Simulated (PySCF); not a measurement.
**Property card for `C=CC` (propene)**

Compound: propene, C3H6.
Numbering: `[CH2:1]=[CH:2][CH3:3]` (hydrogens: H4, H5 on C1; H6 on C2; H7, H8, H9 on C3)

From GFN2-xTB geometry:

- Point group of the GFN2-xTB geometry: Cs
- Rotational constants A, B, C of the GFN2-xTB geometry: 47.148, 9.462, 8.283 GHz

From PBE0/pcSseg-1 ground state and GIAO shieldings, non-relativistic (PySCF):

- Dipole moment: 0.41 D
- HOMO energy: -7.40 eV
- LUMO energy: 0.60 eV
- HOMO–LUMO gap: 8.00 eV
- Lowest Hirshfeld atomic charge: -0.12 e on C3
- Highest Hirshfeld atomic charge: +0.05 e on H7/H8/H9
- 13C chemical shifts (computed TMS as zero) by class: 142.9 (C2), 121.7 (C1), 23.7 (C3) ppm
- 1H chemical shifts (computed TMS as zero) by class: 6.16 (H6), 5.41 (H4), 5.24 (H5), 1.87 (H7/H8/H9) ppm
- Mayer bond orders between heavy atoms: C1–C2 2.00, C2–C3 1.05

From B3LYP/pcJ-1 indirect spin-spin coupling, non-relativistic, gas phase (PySCF):

- Largest of the computed one-bond spin–spin couplings (means over like bonds): 13C–1H +163.4 (C1–H5), 13C–1H +160.7 (C1–H4), 13C–1H +157.5 (C2–H6), 13C–1H +132.2 (C3–H7 and 2 like it), 13C–13C +82.8 (C1–C2), 13C–13C +43.5 (C2–C3) Hz

Monoisotopic mass from the formula: 42.0470 u.

The dipole equals about 1.4 × 10⁻³⁰ C·m (1 D = 3.33564 × 10⁻³⁰ C·m). With B = h/(8π²I), that is 505.379 GHz u Å² over I, the principal moments of inertia are 10.7, 53.4 and 61.0 u Å² (most abundant isotopes). A dipole of 0.41 D is allowed in Cs, and pure rotational transitions are dipole-allowed. The rotational constants make it an asymmetric top with κ = (2B − A − C)/(A − C) = -0.94, nearer the prolate limit (−1).

Geometry: GFN2-xTB; no solvent or vibrations. NMR classes are plain means over equivalent atoms (diastereotopic ones count apart unless rotation or inversion swaps them), as if these changed places fast; in this geometry the members of some classes differ.

For the NMR shielding job (PBE0/pcSseg-1), the run took 4.0 s on x86-64 server, one thread, on a shared host.
